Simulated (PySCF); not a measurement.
Molecule: Protonated Cyanoacetylene Cation, [C₃H₂N]+.

Geometry:
| atom | x (Å) | y (Å) | z (Å) |
| --- | --- | --- | --- |
| C1 | 1.384 | 0.829 | -0.820 |
| C2 | 0.486 | 0.277 | -0.212 |
| C3 | -0.512 | -0.337 | 0.465 |
| N4 | -1.362 | -0.860 | 1.041 |
| H5 | 2.184 | 1.322 | -1.363 |
| H6 | -2.111 | -1.322 | 1.551 |

Total charge +1.

Spin–spin couplings on one PBE0-D3(BJ)/def2-SVP geometry, PySCF, gas phase, non-relativistic, equivalent pairs averaged; isotopes 13C, 1H, 15N; basis pcJ-1.

Question: How do the couplings (Hz) change with the functional? Times are CPU seconds on shared hosts with different chips, so compare them loosely.

Answer: 
```
functional  functions  1J(C1,H5)  1J(C1,C2)  1J(C2,C3)  1J(N4,H6)  1J(C3,N4)  2J(C3,H6)  2J(C2,H5)  core-s
       LDA        128      252.2      204.8      182.7     -137.4      -81.5       52.6       51.9     4.3
       PBE        128      295.0      223.6      201.3     -157.0      -87.3       59.3       57.8     6.3
       KT2        128      325.9      208.8      189.4     -174.3      -79.9       62.8       63.6     6.8
     B3LYP        128      317.6      242.4      216.2     -167.3      -94.6       60.5       58.0     6.3
      PBE0        128      302.9      238.8      211.2     -160.6      -93.3       57.9       54.4     5.7
     B97-2        128      292.4      236.9      209.2     -155.9      -92.2       54.9       52.4     6.2
 BHandHLYP        128      340.6      274.6      239.0     -177.9     -107.8       56.4       50.4     6.2
 CAM-B3LYP        128      313.0      245.4      213.6     -165.7      -95.5       59.9       57.1     7.2
``` Left out for a near triplet instability: HF/pcJ-1.
